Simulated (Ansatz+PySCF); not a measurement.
Two shapes of quartet H₂F.

Shape 1:

```xyz
3

F     0.0000    0.0000    0.0000
H     0.8755    0.0000    0.5055
H    -1.5974    0.0000    0.9223
```

Shape 2:

```xyz
3

F     0.0000    0.0000    0.0000
H     0.8752    0.0000    0.7344
H    -0.8752    0.0000    0.7344
```

Basis set: 6-31G (spherical functions). Left uncorrelated: 1 orbital. Correlation on ROHF uses semicanonical orbitals with singles. Charge 0, multiplicity 4.

Computed with Ansatz (development build ahead of 0.2.0); the reference of a correlated method needn't be the lowest determinant of its kind.

Question: Which shape is lower in energy, and by how much in each method?

Answer:

| method | E(2) − E(1) (eV) |
| --- | --- |
| ROHF-CCSD | 1.671 |
| UHF-CCSD | 1.671 |
| ROHF-CCSD(T) | 1.668 |
| UHF-CCSD(T) | 1.668 |
| full CI (lowest root of this spin) | 1.667 |

Shape 1 is lower. Caution for ROHF-CCSD, UHF-CCSD, ROHF-CCSD(T), UHF-CCSD(T): the reference determinant was not shown to be the lowest.
